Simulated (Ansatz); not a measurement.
# bcc Fe

Computed with r²SCAN+rVV10 (plane waves, PAW; Ansatz, an electronic-structure program).

Run with plane-wave cutoff 500 eV, 36×36×36 k mesh, Fermi–Dirac smearing 0.1 eV, spin-polarised with parallel moments, scalar-relativistic PAW data made under PBE.

Cell (relaxed at this level):

```cif
data_Fe
_chemical_formula_sum 'Fe1'
_space_group_name_H-M_alt 'P 1'
_space_group_IT_number 1
_cell_length_a 2.47380
_cell_length_b 2.47380
_cell_length_c 2.47380
_cell_angle_alpha 109.471
_cell_angle_beta 109.471
_cell_angle_gamma 109.471
loop_
_space_group_symop_operation_xyz
  'x, y, z'
loop_
_atom_site_label
_atom_site_type_symbol
_atom_site_fract_x
_atom_site_fract_y
_atom_site_fract_z
_atom_site_occupancy
Fe1 Fe 0.00000 0.00000 0.00000 1
```

- magnetic moment per atom (the cell's total over its atoms) = 2.64 μB

Moments are spin moments.

Computed values are for the static lattice.

Cost on a shared machine: about 6 core-minutes (a rough figure).
